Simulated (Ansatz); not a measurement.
**BaCu2SnS4 (P3₁21, No. 152; cell taken from a computed entry)**

Computed with PBEsol in Ansatz (plane waves, PAW).

Numerical settings: plane-wave cutoff 520 eV, 6×6×4 k mesh (along the axes of the cell as run), Fermi–Dirac smearing 0.01 eV, no spin polarisation, scalar-relativistic PAW data made under PBE.

Cell: relaxed with PBEsol: a = b = 6.324 Å, c = 15.538 Å, α = β = 90.00°, γ = 120.00°.

- band gap = 0.41 eV

Spin–orbit coupling is not included.

Computed values are for the static lattice.

Ansatz is a first-principles code.
